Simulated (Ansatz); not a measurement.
Ansatz (an electronic-structure program) input (PBE/6-31G*):

Ansatz 0.2 input:
```yaml
crystal:
  periodic: [false, false, false]
  atoms:
    - {symbol: C, position_ang: [0.05100638, -0.58378700, -0.01181402]}
    - {symbol: C, position_ang: [0.04460873, 0.71726049, 0.01788006]}
    - {symbol: H, position_ang: [-0.87346485, -1.16381706, -0.05413951]}
    - {symbol: H, position_ang: [0.97198321, -1.16021184, 0.00382948]}
    - {symbol: H, position_ang: [-0.67220906, 1.52318793, 0.01391380]}
basis:
  gaussian:
    orbitals: 6-31G*
hamiltonian:
  xc: {name: PBE}
magnetization: {spin_polarized: true, initial_magnetization: 1}
relax: {f_tol: 0.003, max_steps: 120}
```

Output:

```
WARN ansatz: RAYON_NUM_THREADS=1 ignored (pool sized by the plan → 1); use --threads N
Functional definition: PBE
integrals: 0.01 GiB planned
462 factors; their error is unknown
mean field: 0.08 GiB planned
mean field evaluation 1: about -2112.5247 eV, gradient 2.8e1 eV
mean field evaluation 2: about -2109.8111 eV, gradient 3.6e1 eV
mean field evaluation 4: about -2116.6482 eV, gradient 2.0e0 eV
mean field evaluation 8: about -2116.6694 eV, gradient 7.1e-2 eV
mean field evaluation 16: about -2116.6356 eV, gradient 2.7e-4 eV
mean field -2116.63555200 eV, -77.7849218290 hartree, gradient 3.8e-5 eV, S^2 0.759122; 0 other end points of the search recorded, 0 dependent functions left out
the calculation of the forces begins
reference -2116.63556890 eV, -77.7849224501 hartree; 8, 7 occupied and 28, 29 virtual orbitals, 462 factors
relax step   1: F+E_penalty+E_count = -2116.63555200 eV  Δ(F+E_penalty+E_count) = +0.000e0 eV  max|allowed force component| = 7.377e-1 eV/Å  Δτ_max = 0.0000 Å  (29 SCF iters, accepted)
these checks for a lower state are left out or cut short: starts, cluster_reference, orbital_swaps, neighbouring_geometries, increment
integrals: 0.01 GiB planned
462 factors; their error is unknown
mean field: 0.08 GiB planned
mean field -2116.65101709 eV, -77.7854901606 hartree, gradient 1.9e-5 eV, S^2 0.759742; 0 other end points of the search recorded, 0 dependent functions left out
the calculation of the forces begins
reference -2116.65103405 eV, -77.7854907836 hartree; 8, 7 occupied and 28, 29 virtual orbitals, 462 factors
relax step   2: F+E_penalty+E_count = -2116.65101709 eV  Δ(F+E_penalty+E_count) = -1.547e-2 eV  max|allowed force component| = 1.352e-1 eV/Å  Δτ_max = 0.0162 Å  (33 SCF iters, accepted)
these checks for a lower state are left out or cut short: starts, cluster_reference, orbital_swaps, neighbouring_geometries, increment
integrals: 0.01 GiB planned
462 factors; their error is unknown
mean field: 0.08 GiB planned
mean field evaluation 32: about -2116.6520 eV, gradient 1.4e-3 eV
mean field -2116.65199412 eV, -77.7855260655 hartree, gradient 1.9e-5 eV, S^2 0.759883; 0 other end points of the search recorded, 0 dependent functions left out
the calculation of the forces begins
reference -2116.65201109 eV, -77.7855266891 hartree; 8, 7 occupied and 28, 29 virtual orbitals, 462 factors
relax step   3: F+E_penalty+E_count = -2116.65199412 eV  Δ(F+E_penalty+E_count) = -9.770e-4 eV  max|allowed force component| = 4.404e-2 eV/Å  Δτ_max = 0.0037 Å  (33 SCF iters, accepted)
these checks for a lower state are left out or cut short: starts, cluster_reference, orbital_swaps, neighbouring_geometries, increment
integrals: 0.01 GiB planned
462 factors; their error is unknown
mean field: 0.08 GiB planned
mean field -2116.65210924 eV, -77.7855302964 hartree, gradient 1.3e-5 eV, S^2 0.759888; 0 other end points of the search recorded, 0 dependent functions left out
the calculation of the forces begins
reference -2116.65212621 eV, -77.7855309200 hartree; 8, 7 occupied and 28, 29 virtual orbitals, 462 factors
relax step   4: F+E_penalty+E_count = -2116.65210924 eV  Δ(F+E_penalty+E_count) = -1.151e-4 eV  max|allowed force component| = 9.661e-3 eV/Å  Δτ_max = 0.0034 Å  (25 SCF iters, accepted)
these checks for a lower state are left out or cut short: starts, cluster_reference, orbital_swaps, neighbouring_geometries, increment
integrals: 0.01 GiB planned
462 factors; their error is unknown
mean field: 0.08 GiB planned
mean field -2116.65211197 eV, -77.7855303965 hartree, gradient 1.9e-5 eV, S^2 0.759892; 0 other end points of the search recorded, 0 dependent functions left out
the calculation of the forces begins
reference -2116.65212894 eV, -77.7855310202 hartree; 8, 7 occupied and 28, 29 virtual orbitals, 462 factors
relax step   5: F+E_penalty+E_count = -2116.65211197 eV  Δ(F+E_penalty+E_count) = -2.726e-6 eV  max|allowed force component| = 2.947e-3 eV/Å  Δτ_max = 0.0016 Å  (22 SCF iters, accepted)
integrals: 0.01 GiB planned
462 factors; their error is unknown
mean field: 0.08 GiB planned
mean field evaluation 64: about -2116.6521 eV, gradient 3.0e-3 eV
mean field -2116.65211197 eV, -77.7855303965 hartree, gradient 1.9e-5 eV, S^2 0.759892; 1 other end points of the search recorded, 0 dependent functions left out
the calculation of the forces begins
reference -2116.65212894 eV, -77.7855310202 hartree; 8, 7 occupied and 28, 29 virtual orbitals, 462 factors
Total energy: -2116.65212894 eV, -77.7855310202 hartree
Atom 0 at     0.052115    -0.586251    -0.011836 Å, force    -0.001736     0.002880     0.000012 eV/Å
Atom 1 at     0.052330     0.730465     0.018426 Å, force     0.000128    -0.000674    -0.000011 eV/Å
Atom 2 at    -0.881216    -1.175691    -0.054655 Å, force     0.002947    -0.001720     0.000053 eV/Å
Atom 3 at     0.980868    -1.173367     0.003806 Å, force    -0.001494    -0.001395    -0.000079 eV/Å
Atom 4 at    -0.682173     1.537476     0.013930 Å, force     0.000156     0.000909     0.000026 eV/Å
Dipole moment:    -0.122144    -0.057517    -0.005153 e Å
```
